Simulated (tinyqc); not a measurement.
Pariser-Parr-Pople SCF with singles CI, for the molecule c1cscn1 (SMILES; centres numbered as the heavy atoms are written), step by step. Computed by tinyqc, a small Python program that keeps every step. Settings: charge = 0, gamma = Ohno, start = huckel, damping = 0.5, iteration cap = 86, excitations kept = 6. Command: `OMP_NUM_THREADS=1 python tinyqc.py 30887 30888 out.jsonl` (the two numbers bound the seeds that draw the settings). One thread of a shared host (Intel(R) Xeon(R) Processor @ 2.60GHz), about 0.01 s of CPU time with the checks. Later iterations appear only in the table of the cycle.

## PPP integrals

Centres (angstrom, eV; a flat drawing with bonds scaled to 1.40 angstrom):
```
centre,x,y,core charge z,W,gamma_rr
1C,1.191000,0.000000,1,12.690000,11.310000
2C,0.368000,1.133000,1,12.690000,11.310000
3S,-0.963000,0.700000,2,23.040000,13.700000
4C,-0.963000,-0.700000,1,12.690000,11.310000
5N,0.368000,-1.133000,1,13.910000,12.370000
```

Resonance integrals (eV):
```
i,j,beta
1,2,-2.430000
2,3,-1.980000
3,4,-1.980000
4,5,-2.550000
5,1,-2.550000
```

Ohno: gamma = 14.399645/sqrt(R^2 + a^2), a = 2 x 14.399645/(gamma_rr + gamma_ss); H_rr = -W_r - sum_(s != r) z_s gamma_rs; H_rs = beta for bonds.

repulsion gamma_rs (eV):
```
,1C,2C,3S,4C,5N
1C,11.310000,7.608323,5.667354,5.542139,7.763625
2C,7.608323,11.310000,7.944787,5.541427,5.599176
3S,5.667354,7.944787,13.700000,7.943639,5.713519
4C,5.542139,5.541427,7.943639,11.310000,7.765847
5N,7.763625,5.599176,5.713519,7.765847,12.370000
```

core matrix H (eV):
```
,1C,2C,3S,4C,5N
1C,-44.938795,-2.430000,0.000000,0.000000,-2.550000
2C,-2.430000,-47.328501,-1.980000,0.000000,0.000000
3S,0.000000,-1.980000,-50.309299,-1.980000,0.000000
4C,0.000000,0.000000,-1.980000,-47.426691,-2.550000
5N,-2.550000,0.000000,0.000000,-2.550000,-46.465685
```

## Starting guess

pi electrons, sum of z_r less the charge = 6

Orbitals of the Hueckel matrix of the beta values.

P at the start:
```
,1C,2C,3S,4C,5N
1C,1.184038,0.665899,-0.270052,-0.221219,0.633121
2C,0.665899,1.193134,0.634099,-0.263661,-0.218355
3S,-0.270052,0.634099,1.260901,0.624380,-0.258978
4C,-0.221219,-0.263661,0.624380,1.191029,0.674687
5N,0.633121,-0.218355,-0.258978,0.674687,1.170899
```

## Iteration 1: Fock matrix

F_rr = H_rr + P_rr gamma_rr / 2 + sum_(s != r) P_ss gamma_rs; F_rs = H_rs - P_rs gamma_rs / 2; E = tr P (H + F) / 2 + core repulsion sum_(r<s) z_r z_s gamma_rs.

F (eV):
```
,1C,2C,3S,4C,5N
1C,-6.328076,-4.963187,0.765241,0.613013,-5.007658
2C,-4.963187,-8.399130,-4.498892,0.730528,0.611304
3S,0.765241,-4.498892,-9.331519,-4.459926,0.739839
4C,0.613013,0.730528,-4.459926,-8.408496,-5.169757
5N,-5.007658,0.611304,0.739839,-5.169757,-6.897157
```

pi energy = -95.235194 eV

## Iteration 1: orbitals and new P

Diagonalise F (the basis is taken as orthonormal) and form P = 2 sum c c over the lowest orbitals; 0.5 of the old P is kept.

orbital energies (eV): -16.228154  -12.251610  -11.748135  -0.583375  1.446896

P after iteration 1:
```
,1C,2C,3S,4C,5N
1C,1.129668,0.671816,-0.279077,-0.193530,0.642330
2C,0.671816,1.217741,0.616300,-0.291599,-0.182729
3S,-0.279077,0.616300,1.298066,0.613749,-0.273246
4C,-0.193530,-0.291599,0.613749,1.207824,0.675051
5N,0.642330,-0.182729,-0.273246,0.675051,1.146701
```

## Iteration 2: Fock matrix

As before.

F (eV):
```
,1C,2C,3S,4C,5N
1C,-6.332470,-4.985695,0.790815,0.536286,-5.043405
2C,-4.985695,-8.420789,-4.428185,0.807938,0.511566
3S,0.790815,-4.428185,-9.194411,-4.417701,0.780598
4C,0.536286,0.807938,-4.417701,-8.371175,-5.171173
5N,-5.043405,0.511566,0.780598,-5.171173,-6.988374
```

pi energy = -95.323939 eV

## Iteration 2: orbitals and new P

As before.

orbital energies (eV): -16.168113  -12.240170  -11.761135  -0.498141  1.360341

P after iteration 2:
```
,1C,2C,3S,4C,5N
1C,1.095706,0.675052,-0.284091,-0.177461,0.647693
2C,0.675052,1.234264,0.605136,-0.307218,-0.162084
3S,-0.284091,0.605136,1.318235,0.608821,-0.281890
4C,-0.177461,-0.307218,0.608821,1.216919,0.674408
5N,0.647693,-0.162084,-0.281890,0.674408,1.134876
```

## Iteration 3: Fock matrix

As before.

F (eV):
```
,1C,2C,3S,4C,5N
1C,-6.325909,-4.998007,0.805023,0.491756,-5.064224
2C,-4.998007,-8.441316,-4.383837,0.851213,0.453769
3S,0.805023,-4.383837,-9.112771,-4.398128,0.805293
4C,0.491756,0.851213,-4.398128,-8.348018,-5.168676
5N,-5.064224,0.453769,0.805293,-5.168676,-7.046798
```

pi energy = -95.375189 eV

## Iteration 3: orbitals and new P

As before.

orbital energies (eV): -16.139477  -12.231925  -11.763672  -0.450129  1.310391

P after iteration 3:
```
,1C,2C,3S,4C,5N
1C,1.074180,0.676781,-0.286803,-0.168046,0.650906
2C,0.676781,1.245557,0.597994,-0.315957,-0.150179
3S,-0.286803,0.597994,1.328961,0.606956,-0.287192
4C,-0.168046,-0.315957,0.606956,1.221686,0.673356
5N,0.650906,-0.150179,-0.287192,0.673356,1.129617
```

## Convergence

Stop when output and input P, before any damping, agree to 1e-7.

Course of the cycle:
```
iteration,E (eV),largest |P(out) - P(in)|
1,-95.23519356,1.09e-01
2,-95.32393882,6.79e-02
3,-95.37518860,4.31e-02
4,-95.40349591,2.77e-02
5,-95.41877490,1.82e-02
6,-95.42692654,1.22e-02
7,-95.43125443,8.27e-03
8,-95.43355087,5.73e-03
9,-95.43477221,4.04e-03
10,-95.43542462,2.89e-03
11,-95.43577517,2.09e-03
...,...,...
40,-95.43619784,1.07e-06
41,-95.43619784,8.37e-07
42,-95.43619784,6.53e-07
43,-95.43619784,5.10e-07
44,-95.43619784,3.98e-07
45,-95.43619784,3.10e-07
46,-95.43619784,2.42e-07
47,-95.43619784,1.89e-07
48,-95.43619784,1.48e-07
49,-95.43619784,1.15e-07
50,-95.43619784,8.99e-08
```

Converged in 50 iterations.

## Converged orbitals

Charges are z - P_rr.

orbital energies (eV): -16.107830  -12.212369  -11.766784  -0.389614  1.242947

coefficients:
```
,MO1,MO2,MO3,MO4,MO5
1C,0.394543,0.143312,-0.582277,0.253721,0.648365
2C,0.447471,0.650236,-0.119315,-0.507265,-0.324669
3S,0.470160,0.238760,0.625021,0.575572,-0.002800
4C,0.480843,-0.522386,0.328379,-0.531089,0.325599
5N,0.438001,-0.476195,-0.385011,0.254889,-0.606788
```

pi charges: 1C -0.030498, 2C -0.274545, 3S 0.662583, 4C -0.223860, 5N -0.133681

## Singles CI, singlets

Over the 6 single excitations with the smallest orbital gaps: A = (e_a - e_i) delta + 2 (ia|jb) - (ij|ab), with (pq|rs) = sum c_mp c_mq gamma_mn c_nr c_ns. f = 2/3 w |mu|^2 in atomic units, mu = sqrt2 sum c_ia sum_m c_mi c_ma R_m.

singlet CI matrix (eV):
```
,3>4,2>4,3>5,2>5,1>4,1>5
3>4,6.044323,0.065070,0.025557,-1.044336,-0.269616,0.189051
2>4,0.065070,6.176290,0.871339,-0.087019,-0.111646,-0.329925
3>5,0.025557,0.871339,7.184204,0.008713,0.083856,0.263522
2>5,-1.044336,-0.087019,0.008713,7.661630,-0.266093,0.045364
1>4,-0.269616,-0.111646,0.083856,-0.266093,9.053986,0.028266
1>5,0.189051,-0.329925,0.263522,0.045364,0.028266,10.766900
```

singlet excitation energies (eV): 5.488260  5.630589  7.679700  8.168889  9.109959  10.809937

oscillator strengths: 0.117440  0.067010  0.807739  0.886344  0.002855  0.004373

## Singles CI, triplets

Over the 6 single excitations with the smallest orbital gaps: A = (e_a - e_i) delta - (ij|ab), with (pq|rs) = sum c_mp c_mq gamma_mn c_nr c_ns.

triplet CI matrix (eV):
```
,3>4,2>4,3>5,2>5,1>4,1>5
3>4,3.394797,-0.116510,-0.020524,0.148408,-0.989930,0.329377
2>4,-0.116510,4.015591,0.148408,0.051598,-0.302888,-0.981005
3>5,-0.020524,0.148408,5.328265,-0.119244,0.329377,1.088025
2>5,0.148408,0.051598,-0.119244,5.946468,-0.981005,0.427402
1>4,-0.989930,-0.302888,0.329377,-0.981005,7.794644,0.121191
1>5,0.329377,-0.981005,1.088025,0.427402,0.121191,9.793774
```

triplet excitation energies (eV): 3.138735  3.767388  5.143172  5.528399  8.457302  10.238543
